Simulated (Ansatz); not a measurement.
Input file:

```yaml
crystal:
  periodic: [false, false, false]
  atoms:
    - {symbol: Ge, position_ang: [0.000000, 0.000000, 0.000000]}
    - {symbol: B, position_ang: [0.000000, 0.000000, 1.561000]}
basis:
  gaussian: {orbitals: cc-pVDZ}
magnetization: {spin_polarized: true, initial_magnetization: 1}
hamiltonian: {xc: hf}
output: {orbitals: {seedname: orbitals}}
```

```sh
$ ansatz run in.yaml --threads 1 --pin off --events-out ev --progress --plain --max-ram 2393MiB
```

**Question.** Roughly how long does this take on 1 thread of Arm Neoverse V2, shared host, and how much host memory?

**Answer.** 3.2 s wall and 0.09 GiB.

```
462 factors; integrals over basis functions are off by at most 1.1e-3 eV
mean field evaluation 1: about -57136.5434 eV, gradient 4.8e0 eV
mean field evaluation 2: about -57136.5912 eV, gradient 4.9e0 eV
mean field evaluation 4: about -57136.9918 eV, gradient 1.4e0 eV
mean field evaluation 8: about -57137.0756 eV, gradient 4.5e-1 eV
mean field evaluation 16: about -57137.5576 eV, gradient 4.3e-4 eV
mean field evaluation 32: about -57137.4626 eV, gradient 3.7e-1 eV
mean field evaluation 64: about -57137.7165 eV, gradient 1.4e-4 eV
mean field evaluation 96: about -57137.5426 eV, gradient 2.4e-1 eV
mean field evaluation 128: about -57137.6787 eV, gradient 2.2e-1 eV
mean field evaluation 160: about -57136.6263 eV, gradient 9.2e-2 eV
mean field evaluation 192: about -57137.4187 eV, gradient 3.0e0 eV
mean field evaluation 224: about -57137.7280 eV, gradient 8.2e-2 eV
mean field evaluation 256: about -57137.7343 eV, gradient 9.2e-2 eV
mean field evaluation 288: about -57137.6399 eV, gradient 5.7e-1 eV
mean field evaluation 320: about -57137.0855 eV, gradient 6.6e-1 eV
mean field evaluation 352: about -57137.6504 eV, gradient 7.5e-1 eV
mean field evaluation 384: about -57137.4344 eV, gradient 1.8e-1 eV
mean field evaluation 416: about -57137.0453 eV, gradient 7.5e-2 eV
mean field evaluation 448: about -57130.6584 eV, gradient 5.4e0 eV
mean field -57137.73845746 eV, -2099.7731589615 hartree, gradient 2.8e-6 eV, S^2 1.762321; 10 other end points of the search recorded, 0 dependent functions left out
reference -57137.73845746 eV, -2099.7731589615 hartree; 19, 18 occupied and 22, 23 virtual orbitals, 462 factors
Total energy: -57137.73845746 eV, -2099.7731589615 hartree
```
